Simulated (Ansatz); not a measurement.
A made-up structure of BSiNH6, singlet:

```xyz
9
angstrom
B -1.0446 0.7667 -1.0051
Si 0.3226 -1.2486 0.8963
N 0.5901 0.2022 0.0032
H -2.1422 0.3676 -0.7397
H -0.9597 1.5810 -1.8779
H 0.8342 1.0212 0.5601
H 1.3922 0.0445 -0.6068
H 1.3839 -1.8534 1.6205
H -0.9135 -1.4257 1.5723
```

It is relaxed with PBE-D4/def2-SVP and then PBE0-D4/def2-TZVP (Ansatz 0.2.0). Atoms count as bonded within 1.22 times the sum of their covalent radii (H–H: 0.88 Å). The end point is not checked to be a true minimum.

(1) Does its bonding change? (A judgement: the text doesn't fix the answer.)

Results:

(1) By the calculation: Yes. Formed: B1–Si2, B1–N3; broken: none.

Where it ends: The first stage lowers the energy by 4.39 eV in 16 steps. It ends as BSiNH₆ ([BH2]1[NH2][SiH2]1):
```csv
atom,x (Å),y (Å),z (Å)
B1,-0.7591,0.2500,-0.7790
Si2,-0.1740,-1.1444,0.4851
N3,0.4569,0.5977,0.2087
H4,-1.7656,0.8356,-0.5030
H5,-0.4128,0.1213,-1.9173
H6,0.2926,1.2917,0.9233
H7,1.3702,0.7226,-0.2032
H8,1.0103,-2.0229,0.2860
H9,-0.5554,-1.1962,1.9224
```

Labels in which every atom is bracketed show which atoms are joined, not bond orders.

For scale, one of the runs: PBE0-D4/def2-TZVP relaxation, 135 basis functions, launched by `ansatz run in.yaml --threads 2 --pin off --events-out ev --progress --plain --max-ram 4352MiB`. The run took about 20 s on 2 CPU threads of an Arm Neoverse V2 (shared host).
